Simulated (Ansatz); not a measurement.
## N₂O, SMILES N#[N+][O-]: a composite energy at a relaxed geometry, step by step

Program: the Ansatz DFT code, driven from Python.

The cells in order, each with its output:

**Cell 1**
```python
from dataclasses import dataclass

import ansatz as az
import numpy as np
```

**Cell 2**
```python
@dataclass(frozen=True)
class Settings:
    basis_set: str = "def2-SVP"
    functional: str = "b3lyp"
    vdw: str = "d3bj"


settings = Settings()
```

**Cell 3**
```python
geometry = (
    az.Crystal.molecule()
    .atom("N", (-0.50432, 0.98687, -0.16552))
    .atom("N", (-0.00666, 0.01309, -0.00218))
    .atom("O", (0.51098, -0.99995, 0.16769))
)
```

**Cell 4**
```python
calc = (
    geometry.calculation()
    .basis(gaussian=settings.basis_set)
    .functional(settings.functional, dispersion=settings.vdw)
)
symbols = [site.symbol for site in geometry.cartesian_sites]
start = np.array([site.position_ang for site in geometry.cartesian_sites], dtype=float)
report = calc.relax(force_tolerance=0.01, max_steps=100).run(threads=1, pin="off").report
end = np.array(report["positions_ang"])
print("final positions (A) and the move of each atom")
for symbol, xyz, old in zip(symbols, end, start):
    print(f"{symbol:2s} {xyz[0]:10.5f} {xyz[1]:10.5f} {xyz[2]:10.5f}   {np.linalg.norm(xyz - old):7.4f}")
```
Output:
```text
final positions (A) and the move of each atom
N    -0.51638    1.01048   -0.16948    0.0268
N    -0.00771    0.01512   -0.00253    0.0023
O     0.52409   -1.02559    0.17199    0.0291
```

**Cell 5**
```python
minimum = az.Crystal.molecule()
for symbol, place in zip(symbols, end):
    minimum = minimum.atom(symbol, place.tolist())
at_minimum = minimum.calculation()
# MP2 extrapolated to the basis limit, plus the small-basis difference CCSD(T) - MP2
level = lambda method, basis: at_minimum.basis(gaussian=basis).correlation(method).run(threads=1, pin="off").report
small, large, cluster = level("mp2", "cc-pVDZ"), level("mp2", "cc-pVTZ"), level("ccsd_t", "cc-pVDZ")
corr = lambda each: (each["free_energy_ev"] - each["reference_energy_ev"]) / 27.211386246
mp2_limit = (27 * corr(large) - 8 * corr(small)) / 19
pieces = {"HF / cc-pVTZ": large["reference_energy_ev"] / 27.211386246, "MP2 correlation, DZ-TZ limit": mp2_limit, "CCSD(T) - MP2 / cc-pVDZ": corr(cluster) - corr(small)}
for name, value in pieces.items():
    print(f"{name:32s} {value:14.6f} Ha")
print(f"{'sum':32s} {sum(pieces.values()):14.6f} Ha")
print("T1 diagnostic", round(cluster["correlation"]["coupled_cluster"]["t1_diagnostic"], 4))
```
Output:
```text
HF / cc-pVTZ                        -183.748903 Ha
MP2 correlation, DZ-TZ limit          -0.692847 Ha
CCSD(T) - MP2 / cc-pVDZ               -0.010586 Ha
sum                                 -184.452335 Ha
T1 diagnostic 0.0204
```

Caveats:
- Total energies depend on the basis set; only differences at equal settings carry meaning.
- The sum leaves out core correlation, relativity, the Hartree-Fock basis error and zero-point energy; a DZ-TZ extrapolation is rough.
- b3lyp holds the VWN-RPA fit, as in Gaussian; the form of ORCA and Turbomole is b3lyp5.
- Inner cores stay frozen, so this is valence correlation.
- An extrapolation from small basis sets is rough.
- Wall time of the script: 4.6 s on 1 thread of Arm Neoverse V1 (shared host), peak memory 0.19 GiB.

(A comment or docstring line of the script was reworded after the run, the code is as it ran.)
